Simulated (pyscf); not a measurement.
# Multi-bond step: F–GeH₂–F (SMILES [F][GeH2][F]) + HF (SMILES F) → HF (SMILES F) + F–GeH: (SMILES [F][GeH]) [singlet] + HF (SMILES F)

Gas phase, singlet surface, charge 0. Bonds broken: F1–Ge2, Ge2–H4, F6–H7. Bonds formed: F1–H7, H4–F6. PySCF, gas phase, ωB97X-D3(BJ)/def2-SVP geometries. Correlated levels are frozen-core, on RHF or UHF. ΔMP2 is the change of the MP2 total energy from the triple- to the quadruple-zeta basis.

Transition state (Å):

```xyz
7

F      0.4894     0.0315     0.2678
Ge    -1.4582    -0.4401     0.1423
F     -1.2884    -2.0645    -0.4702
H     -1.1574     0.9338    -0.9795
H     -1.7183    -0.7043     1.6462
F     -0.1942     1.5270    -1.2838
H      0.3883     0.8275    -0.5007
```

One imaginary mode, 1332i cm⁻¹; descent along it reached the two sides named, in the forms told below.

```
bond    change  reactant side (Å)  saddle  product side
------  ------  -----------------  ------  ------------
F1–Ge2  breaks              1.763   2.008         2.259
Ge2–H4  breaks              1.519   1.799         2.335
F6–H7   breaks              0.936   1.201         1.597
F1–H7    forms              1.777   1.111         0.957
H4–F6    forms                2.9   1.171         0.953
```

Electronic energies relative to the separated reactants (eV):

| level | barrier | reaction energy | reverse barrier |
|---|---|---|---|
| ωB97X-D3(BJ)/def2-TZVP | 1.68 | +2.05 | -0.37 |
| PBE/def2-TZVP | 1.11 | +1.79 | -0.68 |
| r²SCAN/def2-TZVP | 1.38 | +2.11 | -0.73 |
| B3LYP-D3(BJ)/def2-TZVP | 1.44 | +1.80 | -0.36 |
| PBE0-D3(BJ)/def2-TZVP | 1.45 | +1.96 | -0.51 |
| M06-2X/def2-TZVP | 1.74 | +2.12 | -0.38 |
| ωB97M-D3(BJ)/def2-TZVP | 1.58 | +1.83 | -0.24 |
| HF/def2-TZVP | 2.73 | +2.03 | 0.70 |
| MP2/def2-QZVPP | 1.78 | +2.02 | -0.24 |
| CCSD/def2-TZVPP | 1.97 | +1.97 | 0.00 |
| CCSD(T)/def2-TZVPP | 1.82 | +1.98 | -0.16 |
| CCSD(T)/def2-TZVPP + ΔMP2(QZVPP) | 1.81 | +1.90 | -0.10 |

With CCSD(T)/def2-TZVPP + ΔMP2(QZVPP) energies and thermal terms (ideal gas, 1 atm, RRHO with modes under 100 cm⁻¹ raised to 100, one conformer, R ln 2 for chiral ones without a mode under 150 cm⁻¹), in eV:

```json
[
 {"T (K)": "298", "ΔH‡": "1.73", "ΔG‡": "2.13", "ΔH": "+1.87", "ΔG": "+1.41"},
 {"T (K)": "600", "ΔH‡": "1.72", "ΔG‡": "2.55", "ΔH": "+1.87", "ΔG": "+0.93"},
 {"T (K)": "900", "ΔH‡": "1.73", "ΔG‡": "2.97", "ΔH": "+1.84", "ΔG": "+0.47"},
 {"T (K)": "1200", "ΔH‡": "1.75", "ΔG‡": "3.38", "ΔH": "+1.81", "ΔG": "+0.02"}
]
```

On the reactant side the descent ends in a complex (not fully relaxed), 0.28 eV under the separated species and 1.96 eV under the saddle at ωB97X-D3(BJ)/def2-TZVP. On the product side the descent ends in an adduct with a F–Ge contact, 0.72 eV under the separated species and 0.35 eV under the saddle at ωB97X-D3(BJ)/def2-TZVP. At ωB97X-D3(BJ)/def2-TZVP, PBE, r²SCAN, B3LYP-D3(BJ), PBE0-D3(BJ), M06-2X, ωB97M-D3(BJ)/def2-TZVP, MP2, CCSD(T), CCSD(T) the saddle lies under the separated products, which points to a path from their complex (located at ωB97X-D3(BJ) alone), and parting the products costs more than the saddle. What is counted as broken (F–Ge) persists as a longer contact in the product adduct; parting that adduct is a step of its own. This is the saddle that the search found; another between the same sides may lie lower. The CCSD(T) − MP2 part came from Ansatz, without density fitting, on the same reference. The frozen core leaves the outer d or s,p core shells of the metals and heavy elements correlated in the MP2 and CC values, and def2-TZVPP describes them poorly, which can shift differences by a few kcal/mol. Elements up to Kr have no core potential and no relativistic terms here.
